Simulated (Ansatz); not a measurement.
Basis-set extrapolation for C₅H₁₂O (`CCCOCC`) (PBE0-D4/def2-TZVP geometry, frozen core, the Gaussian-basis code of Ansatz). Multiplicity 1, RHF reference.

```csv
,def2-TZVPP,def2-QZVPP
HF,-271.285951,-271.298974
MP2 correlation,-1.117506,-1.191542
CCSD(T) correlation,-1.223573,not run
```

Energies in hartree. Use E(X) = E(∞) + A·exp(−7.88·√X) for Hartree–Fock and E(X) = E(∞) + B·X^(−2.97) for correlation, with X = 3 and 4, and add CCSD(T) minus MP2 of the smaller set to the MP2 limit.

Q: What is the CCSD(T) energy at the basis-set limit?

A: HF limit: -271.298974 + (-0.013023) × 0.13774 = -271.30077. MP2 limit: -1.191542 + (-0.074036) × 0.74074 = -1.24638. Higher-order term: -1.223573 − (-1.117506) = -0.10607. Total: -272.65322 hartree, 377.3 kJ/mol below CCSD(T)/def2-TZVPP.
